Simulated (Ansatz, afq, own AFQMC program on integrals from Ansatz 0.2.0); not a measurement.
# Where AFQMC and coupled cluster stand for GaLi, triplet

```xyz
2

Ga    0.0000    0.0000    0.0000
Li    0.0000    0.0000    2.8088
```

Basis aug-cc-pVDZ. Noble-gas cores (and the filled d shells of Ga–Kr and In–Xe) are frozen. Ansatz 0.2.0 and our own AFQMC program on the same integrals; the CISD trial comes from CCSD amplitudes, and released means the phaseless constraint is let go. ± is one standard error of the sampling. No spin–orbit coupling.

Determinant: UHF, the one that the program's search chose, which needn't be the lowest solution. The geometry is a PBE0/def2-TZVPD stationary point of this or a neighbouring charge and spin state.

No full CI on the walks' own integrals is used here; CCSDT(Q) serves as the reference and is uncertain by about the last step of the cluster series.

Cautions: no relativity below Rb; no spin-orbit coupling; inner d shell frozen; another spin lies lower (by 247 meV); the ph-AFQMC/CISD walk drifts between its halves (2.6 errors).

* T1 diagnostic: 0.0171
* weight of the determinant in the CISD state: 0.926
* ⟨S²⟩ of the determinant: 2.021
* size of the correlated space: 4 electrons in 44 orbitals

Task: Estimate: order these by the size of their error in total energy against CCSDT(Q), smallest first.
A. phaseless AFQMC with the Hartree–Fock trial
B. MP2
C. CCSD(T)
D. CCSDT

Result: D (0.1 kJ/mol), C (1.8 kJ/mol), A (10.3 ± 2.2 kJ/mol), B (48.0 kJ/mol).

Reference: CCSDT(Q), correlation energy -1.562 eV.

A walk keeps the symmetry of its determinant, which the program's search chose and which needn't be the lowest solution, so a lower state of the same spin and another symmetry isn't excluded.
